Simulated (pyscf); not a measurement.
## Four-centre exchange: `[OH][SiH]` [singlet] + `[NH3]` → `[NH2][Si][OH]` [singlet] + `[H][H]`

Gas phase, singlet surface, charge 0. Bonds broken: Si2–H4, N5–H6. Bonds formed: Si2–N5, H4–H6. PySCF, gas phase, ωB97X-D3(BJ)/def2-SVP geometries.

Transition state (Å):

```xyz
8

O     -1.0622    -1.3069     0.8327
Si    -0.7530     0.3417     0.8309
H     -1.3107    -1.7905     0.0386
H     -2.1829     0.8246    -0.2101
N     -0.0644     0.5314    -0.9654
H     -1.3898     0.8402    -0.8369
H      0.6943     1.1922    -1.1226
H      0.0670    -0.2961    -1.5457
```

One imaginary mode, 1473i cm⁻¹; descent along it reached the two sides named, in the forms told below.

```csv
bond,change,reactant side (Å),saddle,product side
Si2–H4,breaks,1.555,1.833,4.2
N5–H6,breaks,1.026,1.367,2.7
Si2–N5,forms,2.120,1.933,1.733
H4–H6,forms,2.7,1.011,0.761
```

Electronic energies relative to the separated reactants (eV):

| level | barrier | reaction energy | reverse barrier |
|---|---|---|---|
| ωB97X-D3(BJ)/def2-TZVP | 0.52 | -1.15 | 1.67 |
| PBE/def2-TZVP | 0.35 | -1.11 | 1.46 |
| r²SCAN/def2-TZVP | 0.36 | -1.22 | 1.58 |
| B3LYP-D3(BJ)/def2-TZVP | 0.54 | -1.13 | 1.67 |
| PBE0-D3(BJ)/def2-TZVP | 0.39 | -1.11 | 1.50 |
| M06-2X/def2-TZVP | 0.50 | -1.25 | 1.75 |
| ωB97M-D3(BJ)/def2-TZVP | 0.56 | -1.11 | 1.67 |
| HF/def2-TZVP | 1.30 | -0.95 | 2.24 |

With ωB97M-D3(BJ)/def2-TZVP energies and thermal terms (ideal gas, 1 atm, RRHO with modes under 100 cm⁻¹ raised to 100, one conformer, R ln 2 for chiral ones without a mode under 150 cm⁻¹), in eV:

```json
[
 {"T (K)": "298", "ΔH‡": "0.47", "ΔG‡": "0.91", "ΔH": "-1.22", "ΔG": "-1.13"},
 {"T (K)": "600", "ΔH‡": "0.49", "ΔG‡": "1.35", "ΔH": "-1.16", "ΔG": "-1.06"},
 {"T (K)": "900", "ΔH‡": "0.53", "ΔG‡": "1.77", "ΔH": "-1.12", "ΔG": "-1.01"},
 {"T (K)": "1200", "ΔH‡": "0.57", "ΔG‡": "2.18", "ΔH": "-1.09", "ΔG": "-0.98"}
]
```

On the reactant side the descent ends in an adduct with a N–Si contact (not fully relaxed), 0.87 eV under the separated species and 1.39 eV under the saddle at ωB97X-D3(BJ)/def2-TZVP. What is counted as formed (N–Si) is already present as a longer contact in the reactant adduct; forming that adduct is a step of its own. At the saddle there is also a short H–Si contact that neither side keeps. The same reactants have a lower exit, to H₂N–SiH: [singlet] + H₂O (highest point, the separated products, at +0.17 eV at ωB97M-D3(BJ)/def2-TZVP, against +0.56 eV here). One saddle was located; it need not be the lowest between these sides.
